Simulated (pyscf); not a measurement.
Thermochemistry of product channels of HGa=AsH + water (H₂O) on the singlet surface, in kJ/mol, from ωB97M-D3(BJ)/def2-TZVP energies (ideal gas, 1 atm, RRHO with modes under 100 cm⁻¹ raised to 100, one conformer, R ln 2 for chiral ones without a mode under 150 cm⁻¹). PySCF, gas phase, ωB97X-D3(BJ)/def2-SVP geometries.

| products | ΔE | ΔH(298 K) | ΔG(298 K) | ΔG(1200 K) |
|---|---|---|---|---|
| HO–GaH–AsH₂ | -159.9 | -160.1 | -119.0 | -1.9 |
| HO–Ga=AsH + hydrogen (H₂) | ___ | -48.0 | -40.6 | ___ |

**Question.** Some entries are withheld; supply them.

**Answer.** 
- HO–Ga=AsH + hydrogen (H₂), ΔE: -39.0
- HO–Ga=AsH + hydrogen (H₂), ΔG(1200 K): -28.3

These are energies of the channels, which say nothing of barriers. HGa=AsH lies 51.3 kJ/mol over its isomer Ga–AsH₂ [singlet] (electronic energy, ωB97M-D3(BJ)). Elements up to Kr have no core potential and no relativistic terms here.
